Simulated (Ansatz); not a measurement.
# AlBH+ (quintet): the correlation ladder, def2-TZVPP

An exercise on one series of results from a longer session: the logs are not shown, and one member is left open.

Program: Ansatz 0.2.0, Gaussian basis. Level of theory: def2-TZVPP, core rule «outside noble gas», up to 6 orbitals frozen. These are calculated values, not measurements.

To be run: UHF; ROHF; CCSD(T) on UHF.

## The system

The geometry is a PBE0/def2-TZVP stationary point (not a proven minimum) of the parent state, kept for this charge and spin.

3 atoms, charge 1, spin multiplicity 5.

Atoms are counted from 1 here; the program's logs count them from 0.

Bond lengths: B1–Al2 1.937 Å, Al2–H3 1.577 Å. Angles: B1–Al2–H3 180.0°.

Set-up of the first run:

in.yaml reads:

```yaml
crystal:
  periodic: [false, false, false]
  atoms:
    - {symbol: B, position_ang: [0.000000, 0.000000, 1.817000]}
    - {symbol: Al, position_ang: [0.000000, 0.000000, -0.120000]}
    - {symbol: H, position_ang: [0.000000, 0.000000, -1.697000]}
basis:
  gaussian: {orbitals: def2-TZVPP}
total_charge: 1
magnetization: {spin_polarized: true, initial_magnetization: 4}
hamiltonian: {xc: hf}
output: {orbitals: {seedname: orbitals}}
```

Launch:

```bash
> ansatz run in.yaml --threads 1 --pin off --events-out ev --progress --plain --max-ram 2816MiB --backend cpu
```

Among the steps run: UHF; ROHF; CCSD(T) on UHF.

One of the session's tables, all rows but one given; the rest of the session is left out.

```
  method  from UCCSD(T) (kJ/mol)
    ROHF                  +238.2
     UHF                       ?
    UMP2                   +72.0
   UCCSD                    +9.4
UCCSD(T)                       0
```

**Question.** Estimate the row for UHF.

As computed: from UCCSD(T) (kJ/mol): +234.5. In the column «from UCCSD(T) (kJ/mol)» it lies between UMP2 (+72.0) and ROHF (+238.2).
